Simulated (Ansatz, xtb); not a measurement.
**C4H5ClS: which of two isomers lies lower**

Structure I is `C=C/C(Cl)=C/S`, a singlet and structure II is `C=C(Cl)/C=C/S`, a singlet. Both are isolated molecules in the gas phase, relaxed with PBE-D3(BJ)/def2-SVP; the shapes shown needn't be the lowest conformers.

I (Å):

```json
{"atom": "C", "x (Å)": "1.2794", "y (Å)": "0.6245", "z (Å)": "-1.5171"}
{"atom": "C", "x (Å)": "0.5021", "y (Å)": "1.5305", "z (Å)": "-0.8823"}
{"atom": "C", "x (Å)": "0.2653", "y (Å)": "1.6298", "z (Å)": "0.5485"}
{"atom": "C", "x (Å)": "-0.5397", "y (Å)": "2.5826", "z (Å)": "1.1058"}
{"atom": "Cl", "x (Å)": "1.0650", "y (Å)": "0.4560", "z (Å)": "1.5835"}
{"atom": "S", "x (Å)": "-0.9363", "y (Å)": "2.8518", "z (Å)": "2.7801"}
{"atom": "H", "x (Å)": "1.8226", "y (Å)": "-0.1522", "z (Å)": "-0.9581"}
{"atom": "H", "x (Å)": "1.3866", "y (Å)": "0.6436", "z (Å)": "-2.6110"}
{"atom": "H", "x (Å)": "-0.0302", "y (Å)": "2.2974", "z (Å)": "-1.4717"}
{"atom": "H", "x (Å)": "-1.0228", "y (Å)": "3.2998", "z (Å)": "0.4231"}
{"atom": "H", "x (Å)": "-0.1796", "y (Å)": "1.8143", "z (Å)": "3.2487"}
```

II (Å):

```xyz
11

C     2.1018    1.9106    1.7601
C     2.2936    0.9875    0.7873
C     1.5413   -0.2523    0.6674
C     1.7180   -1.1900   -0.2995
Cl    3.5322    1.2835   -0.4283
S     0.8630   -2.6980   -0.5156
H     1.3311    1.7381    2.5259
H     2.6971    2.8317    1.8067
H     0.7757   -0.3987    1.4485
H     2.4869   -1.0307   -1.0739
H     0.0300   -2.5803    0.5588
```

Energies in hartree; the thermal terms are from GFN2-xTB frequencies at re-optimised GFN2-xTB minima (ideal gas, soft modes damped towards free rotors, one conformer each, 298.15 K, 1 atm) and include the zero-point energy:

|  | I | II |
| --- | --- | --- |
| E, CCSD(T)/def2-SVP | −1011.867464 | −1011.866511 |
| E, MP2/def2-SVP | −1011.776852 | −1011.775258 |
| E, MP2/def2-TZVPP | −1012.457911 | −1012.455938 |
| zero-point energy | 0.072905 | 0.072872 |
| H(298 K) − E | 0.081077 | 0.081026 |
| G(298 K) − E | 0.041002 | 0.040756 |

Q: Correct the CCSD(T) difference for the basis set by the MP2 change, then work out ΔE, ΔE₀, ΔH and ΔG for I → II in kcal/mol (1 Eh = 627.51 kcal/mol) and the equilibrium ratio [II]/[I].

A: 1. Differences II − I: CCSD(T) +0.000953, MP2 in the small set +0.001594, MP2 in the large set +0.001973 Eh.
2. ΔE = +0.000953 + (+0.001973 − (+0.001594)) = +0.001332 Eh = +0.84 kcal/mol.
3. ΔE₀ = ΔE + ΔZPE = +0.001332 + (−0.000033) Eh = +0.82 kcal/mol.
4. ΔH = ΔE + (−0.000051) Eh = +0.80 kcal/mol.
5. ΔG = ΔE + (−0.000246) Eh = +0.68 kcal/mol, so ΔS = (ΔH − ΔG)/T = +1.7 J/(mol K).
6. kT = 0.9442 mEh, so K = [II]/[I] = exp(−ΔG/kT) = exp(−1.15) ≈ 0.32.

The two are too close for this level to say which is favoured. An error of 1 kcal/mol in ΔG would change K by a factor of 5.4. Mirror images and further conformers aren't counted.

As drawn, both hold the same kinds of bond in the same numbers.

Other levels gave ΔE = −0.9 (GFN2-xTB); −0.3 (HF/STO-3G, GFN2-xTB geometries); +1.2 (r2SCAN-D4/def2-SVP, GFN2-xTB geometries); +1.5 (PBE-D3(BJ)/def2-SVP); −0.8 (HF/def2-SVP); +1.0 (MP2/def2-SVP); +0.6 (CCSD(T)/def2-SVP) kcal/mol. The correlated steps freeze 14 core orbitals. Programs: Ansatz 0.2.0, xtb 6.7.1.
